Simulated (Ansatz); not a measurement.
A made-up structure of C2H8N (charge +1), singlet:

| atom | x (Å) | y (Å) | z (Å) |
| --- | --- | --- | --- |
| C1 | -0.8302 | 0.4058 | -0.8719 |
| N2 | 1.1063 | -0.1593 | 0.6041 |
| C3 | -0.3527 | -0.3150 | 0.3422 |
| H4 | -1.8999 | 0.2404 | -0.9863 |
| H5 | -0.2943 | 0.0195 | -1.7365 |
| H6 | -0.6239 | 1.4670 | -0.7476 |
| H7 | -0.8963 | 0.0259 | 1.1859 |
| H8 | -0.5816 | -1.3457 | 0.2477 |
| H9 | 1.3514 | -0.6804 | 1.4460 |
| H10 | 1.3089 | 0.8323 | 0.7306 |
| H11 | 1.6203 | -0.5224 | -0.1986 |

It is relaxed with PBE-D4/def2-SVP and then PBE0-D4/def2-TZVP (Ansatz 0.2.0). Atoms count as bonded within 1.22 times the sum of their covalent radii (H–H: 0.88 Å). The end point is not checked to be a true minimum.

(1) Does its bonding change? (Judge from chemistry; the calculation decides.)

## Answers

(1) The calculation gives: No: no bond forms or breaks.

Where it ends: The first stage lowers the energy by 0.25 eV in 5 steps. It ends as C₂H₈N ([CH3][CH2][NH3]), total charge +1:
```
atom    x (Å)    y (Å)    z (Å)
  C1  -0.8160   0.4137  -0.8783
  N2   1.0830  -0.1662   0.6060
  C3  -0.3970  -0.3365   0.3589
  H4  -1.8867   0.2713  -1.0289
  H5  -0.3085   0.0437  -1.7722
  H6  -0.6395   1.4877  -0.7844
  H7  -0.8979   0.0263   1.2568
  H8  -0.5687  -1.4099   0.2744
  H9   1.3902  -0.6677   1.4420
 H10   1.3214   0.8207   0.7276
 H11   1.6276  -0.5149  -0.1862
```

Labels in which every atom is bracketed show which atoms are joined, not bond orders.

For scale, one of the runs: PBE0-D4/def2-TZVP relaxation, 141 basis functions, launched by `ansatz run in.yaml --threads 2 --pin off --events-out ev --progress --plain --max-ram 4352MiB`. Hardware: 2 CPU threads of an Arm Neoverse V2, shared host. Wall time about 17 s.
